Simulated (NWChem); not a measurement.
Species: Cl anion

All runs: NWChem. Pople sets run with spherical d functions. Level: PBE0/6-31+G*; rows give the wavelength of the field.

```tsv
field	isotropic polarisability (bohr³)	anisotropy (bohr³)
static	15.5	0.0
1065 nm	[?]	0.0
589 nm	17.3	0.0
```

Task: Complete the blanks.

Result: 
- 1065 nm, isotropic polarisability (bohr³): 16.0
